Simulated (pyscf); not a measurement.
Elementary routes open to `[CH4]` + `[CH2]` [triplet] in the gas phase (triplet surface):
A. `[CH3]` [doublet] + `[CH3]` [doublet] (C–H broken; C–H formed)
B. `[CH2][CH3]` [doublet] + `[H]` [doublet] (C–H broken; C–C formed)

PySCF, gas phase, ωB97X-D3(BJ)/def2-SVP geometries. Correlated levels are frozen-core, on RHF or UHF. ΔMP2 is the change of the MP2 total energy from the triple- to the quadruple-zeta basis.

Problem. Rank the routes by free-energy barrier at 900 K, lowest first, for CCSD(T)/def2-TZVPP + ΔMP2(QZVPP) energies (ideal gas, 1 atm, RRHO with modes under 100 cm⁻¹ raised to 100, one conformer, R ln 2 for rigid chiral ones).

Solution. A (31.0 kcal/mol), B (68.0 kcal/mol)

Route A is the fastest of these, ahead of the next by 36.9 kcal/mol. The most stable products are those of A (ΔG = -8.5 kcal/mol), so kinetics and thermodynamics agree. At 298 K A is still the fastest. Only these routes are compared; each barrier is that of the saddle found, and lower ones may exist. The CCSD(T) − MP2 part came from Ansatz, without density fitting, on the same reference.
